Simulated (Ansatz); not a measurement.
One change: `CS/C=C(/N)O` becomes `N/C(O)=C\F`.

Ansatz, PBE0-D4/def2-TZVP geometries, multiplicity 1. Each molecule was computed in one conformer, which needn't be the lowest.

```json
{"property": "HOMO energy (PBE0/def2-TZVPP) / eV", "`CS/C=C(/N)O`": "-5.93"}
{"property": "LUMO energy (B3LYP/def2-TZVPP) / eV", "`CS/C=C(/N)O`": "0.33"}
{"property": "HOMO energy (ωB97M-V/def2-TZVPP) / eV", "`CS/C=C(/N)O`": "-8.08"}
{"property": "LUMO energy (ωB97M-V/def2-TZVPP) / eV", "`CS/C=C(/N)O`": "2.33"}
{"property": "HOMO–LUMO gap (B3LYP/def2-TZVPP) / eV", "`CS/C=C(/N)O`": "6.06"}
{"property": "HOMO–LUMO gap (PBE/def2-TZVPP) / eV", "`CS/C=C(/N)O`": "4.48"}
```

(1) What does the change do to each property? (Estimate.)

Answers

(1) Computed: 
```csv
property,`N/C(O)=C\F`,shift
HOMO energy (PBE0/def2-TZVPP) / eV,-6.11,-0.18
LUMO energy (B3LYP/def2-TZVPP) / eV,0.48,0.15
HOMO energy (ωB97M-V/def2-TZVPP) / eV,-8.35,-0.27
LUMO energy (ωB97M-V/def2-TZVPP) / eV,2.28,-0.05
HOMO–LUMO gap (B3LYP/def2-TZVPP) / eV,6.41,0.35
HOMO–LUMO gap (PBE/def2-TZVPP) / eV,4.88,0.40
```

With PBE0 the HOMO falls by 0.18 eV and the LUMO rises by 0.27 eV, so the gap widens by about 0.45 eV. PBE moves the HOMO by -0.04 eV and ωB97M-V by -0.27 eV.

B3LYP here is the variant with VWN-RPA as its local correlation; programs differ in this.
